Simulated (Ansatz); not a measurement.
BF, SMILES `[B]F` at its PBE0-D4/def2-TZVP geometry, where that method's forces vanish. The species carries charge 0 and has multiplicity 1.

| atom | x (Å) | y (Å) | z (Å) |
| --- | --- | --- | --- |
| B1 | -0.096 | 0.623 | -0.045 |
| F2 | 0.096 | -0.623 | 0.045 |

(1) For each bond, give half the difference of the two atoms' forces along it (eV/Å; positive pushes the atoms apart) under PBE-D4, r2SCAN-D4, B3LYP-D4, ωB97M-V in def2-TZVPP. (Estimate.)

Results:

(1) Computed: 
```csv
bond,length (Å),PBE-D4,r2SCAN-D4,B3LYP-D4,ωB97M-V
B1–F2,1.263,0.64,0.21,0.09,0.20
```

B3LYP here is the variant with VWN-RPA as its local correlation; programs differ in this.
